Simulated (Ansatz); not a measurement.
A structure relaxed at PBE0-D4/def2-TZVP, charge 0, multiplicity 1:

Cartesian coordinates in Å:
```
C -0.1165 0.5137 -1.0404
C 0.2460 0.1792 0.3605
Cl 1.2345 1.3216 1.1889
C -0.1484 -0.9263 0.9737
F 0.1788 -1.2220 2.2276
H -0.7398 -0.2720 -1.4712
H 0.7801 0.6246 -1.6553
H -0.6659 1.4575 -1.0820
H -0.7689 -1.6764 0.4983
```

Task: Give its formula and SMILES.

Result: C3H4ClF, `C/C(Cl)=C/F`.

Task: Point group (tolerance 0.08 Å, 0.16 Å for H)?

Result: Cs.

Task: Summarise the bond lengths by kind.

Result: 2 × C–C 1.324 to 1.485 Å; 4 × C–H 1.083 to 1.093 Å; 1 × C–Cl 1.723 Å; 1 × C–F 1.329 Å.

Computed with Ansatz.
